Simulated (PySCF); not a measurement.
Identify the unknown among the candidates.

All candidates are C3H5NO.

* 13C NMR: chemical shifts (computed TMS as zero) by class: 189.8 (1 C), 159.6 (1 C), 25.9 (1 C) ppm [GIAO PBE0/pcSseg-1]
* UV, strongest line: among the 10 lowest singlet transitions: S5 at 7.68 eV (161 nm, f = 0.241) [TDDFT wB97X-D/def2-SVPD]
* NMR, other nuclei: isotropic shieldings of nuclei other than C and H, by class: -167 (1 N), -227 (1 O) ppm [GIAO PBE0/pcSseg-1]
* Polarisability: 47.9 au [wB97X-D/def2-SVPD]
* Rotational structure: rotational constants A, B, C: 9.561, 4.458, 3.304 GHz [PBE0-D3(BJ)/def2-SVP]
* 1H NMR: chemical shifts (computed TMS as zero) by class: 7.65 (1 H), 7.15 (1 H), 2.16 (3 H) ppm [GIAO PBE0/pcSseg-1]
* Dipole: 2.85 D [wB97X-D/def2-SVPD]
* Valence photoelectron: vertical ionisation energy: 9.82 eV [ΔSCF wB97X-D/def2-SVPD]
* Triplet: lowest triplet excitation (Tamm–Dancoff): 3.79 eV [TDA wB97X-D/def2-SVPD]
* UV, first state: lowest singlet excitation: 4.31 eV (288 nm, f = 0.002) [TDDFT wB97X-D/def2-SVPD]

The electronic properties come from PySCF, for the isolated species, density fitting. Levels stand in brackets. Geometry: PBE0-D3(BJ)/def2-SVP, one conformer, isolated molecule. Each NMR value is the plain mean over a class of atoms that symmetry, rotation or inversion makes alike.

**Question.** Which candidate is it?
A. `C1=NCCO1`
B. `[H]/N=C\[C@H]1CO1`
C. `C=NC(C)=O`

**Answer.** C. It is `C=NC(C)=O`. Numbering: `[CH2:1]=[N:2][C:3]([CH3:4])=[O:5]`. Its formula, C3H5NO, gives 2 degrees of unsaturation: 0 rings and 2 π bonds in the structure found. 3 carbons fall into 3 classes; from least to most shielded: carbonyl carbon [C3] (189.8 ppm), imine carbon [C1] (159.6 ppm), methyl carbon next to a carbonyl [C4] (25.9 ppm). Hydrogen classes from least to most shielded: 1 H on an imine carbon, C1 (7.65 ppm), 1 H on an imine carbon, C1 (7.15 ppm), 3 H on a methyl carbon next to a carbonyl, C4 (2.16 ppm, a mean of values up to 0.9 ppm apart in this geometry). The other shieldings belong to: -167 ppm, imine nitrogen [N2]; -227 ppm, carbonyl oxygen [O5]. The first electron is taken from the HOMO, whose largest Löwdin shares are 0.48 on the carbonyl oxygen, 0.26 on the imine nitrogen, 0.08 on the carbonyl carbon and 0.06 on the methyl carbon next to a carbonyl. The optimised geometry has point group C1 and is an asymmetric top.

The others, at the same levels:
- `C1=NCCO1` fails: its computed 13C shifts are 160.4 (1 C), 66.4 (1 C), 56.2 (1 C) ppm, 1H shifts are 6.35 (1 H), 3.96 (2 H), 3.83 (2 H) ppm and rotational constant A is 8.604 GHz (against 9.561 GHz).
- `[H]/N=C\[C@H]1CO1` fails: its computed lowest singlet excitation is 5.27 eV (235 nm, f = 0.004) (against 4.31 eV), vertical ionisation energy is 10.29 eV (against 9.82 eV) and lowest triplet excitation (Tamm–Dancoff) is 4.49 eV (against 3.79 eV).

Each candidate is one conformer, not necessarily the lowest. Dipoles, sizes and rotational constants follow the conformer. The torsions of the flexible species, by atom-mapped SMILES:
- `[CH2:1]=[N:2][C:3]([CH3:4])=[O:5]`: C1–N2–C3–C4 -125°
- `[H]/[N:1]=[CH:2]\[C@H:3]1[CH2:4][O:5]1`: N1–C2–C3–C4 140°
